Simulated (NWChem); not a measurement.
Species: CH₂Cl₂ cation, doublet; SMILES of the neutral closed-shell parent C(Cl)Cl

```xyz
5

Cl     1.4800     0.0000     0.1840
C      0.0000     0.0000    -0.6748
Cl    -1.4800     0.0000     0.1840
H      0.0000     0.8675    -1.3908
H      0.0000    -0.8675    -1.3908
```
Atoms are numbered in this order, from 1.

All runs: NWChem. Spin-unrestricted. In the optimisation the excess spin sits in b2 (C2v, its own frame). All runs use the structure optimised with PBE0/def2-SVP, spin-unrestricted. This spin state was assumed; another may lie lower. No stability test was run on the SCF state. Fermi-contact couplings, non-relativistic, static geometry.

What does the run give for TPSSh/IGLO-II? Quantities: A(iso) 13C atom 2 (MHz); A(iso) 35Cl atom 3 (MHz); A(iso) 1H atom 5 (MHz); <S²>.


```
Item                      Result
------------------------  ------
A(iso) 13C atom 2 (MHz)    -51.0
A(iso) 35Cl atom 3 (MHz)    14.2
A(iso) 1H atom 5 (MHz)       266
<S²>                       0.752
```
